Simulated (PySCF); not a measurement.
**Removing an electron from `c1ccccc1`**

Species: C6H6.
Atom-mapped SMILES: `[cH:1]1[cH:2][cH:3][cH:4][cH:5][cH:6]1` (hydrogens: H7 on C1; H8 on C2; H9 on C3; H10 on C4; H11 on C5; H12 on C6)

Geometry (PBE0-D3(BJ)/def2-SVP, Å), atoms numbered from 1 in this order:
```
atom  x, y, z in Å
C1    -0.7990    1.1426    0.0368
C2    -1.3887   -0.1181   -0.0533
C3    -0.5897   -1.2608   -0.0903
C4     0.7990   -1.1426   -0.0368
C5     1.3887    0.1181    0.0533
C6     0.5897    1.2608    0.0903
H7    -1.4250    2.0379    0.0655
H8    -2.4768   -0.2106   -0.0952
H9    -1.0519   -2.2485   -0.1610
H10    1.4250   -2.0379   -0.0655
H11    2.4768    0.2106    0.0952
H12    1.0519    2.2485    0.1610
```

Level: PBE0/def2-SVPD (PySCF). Frontier orbitals with their largest atomic shares (Löwdin; up to four atoms above 4 %):

```csv
orbital,ε (eV),main atoms
HOMO−3,-9.73,"C6 13 %, C3 13 %, C2 13 %, C5 13 %"
HOMO−2,-9.73,"C4 13 %, C1 13 %, C2 12 %, C5 12 %"
HOMO−1,-7.33,?
HOMO,-7.33,?
LUMO,-0.27,"C3 20 %, C6 20 %, C2 18 %, C5 18 %"
LUMO+1,-0.27,"C4 22 %, C1 22 %, C2 12 %, C5 12 %"
LUMO+2,1.09,"C2 9 %, C5 9 %, C6 9 %, C3 9 %"
```

Question: What vertical ionisation energy does ΔSCF give, and how far is −ε(HOMO) from it?

Answer: ΔSCF: 9.31 eV (898 kJ/mol; threshold wavelength 133 nm); ⟨S²⟩ of the doublet left behind is 0.772, against 0.75 for a pure doublet. −ε(HOMO) is 7.33 eV, 1.98 eV below it. In exact Kohn–Sham theory the two would be equal; PBE0 (global hybrid, 25 % exact exchange) falls short of its own ΔSCF value by 21 %.

Question: On which atoms does the HOMO lie?

Answer: HOMO: C2 23 %, C5 23 %, C6 17 %, C3 17 %; HOMO−1: C4 24 %, C1 24 %, C3 15 %, C6 15 %. These 2 orbitals lie within 0.02 eV of one another; within a degenerate set any mixture serves as well, and the shares of a single orbital can change with the mixture. The HOMO−2 lies 2.40 eV lower.

Question: What total energies stand behind the ΔSCF value?

Answer: E(N) = -231.80936 Eh and E(N − 1) = -231.46720 Eh at the same geometry, 0.34216 Eh apart.

Question: Shift the occupied levels rigidly so that −ε(HOMO) equals the ΔSCF value. What binding energies result?

Answer: The shift is +1.98 eV: HOMO 9.31, HOMO−1 9.31, HOMO−2 11.71, HOMO−3 11.71 eV. A rigid shift is only a rough guide to the deeper ionisations.

Question: With α = 67.0 au, estimate the like-pair dispersion coefficient by London's formula C6 = (3/4)α²I.

Answer: I = 0.3422 Eh, so C6 ≈ 1150 au, a rough estimate.

Isolated species at its PBE0-D3(BJ)/def2-SVP geometry, gas phase.
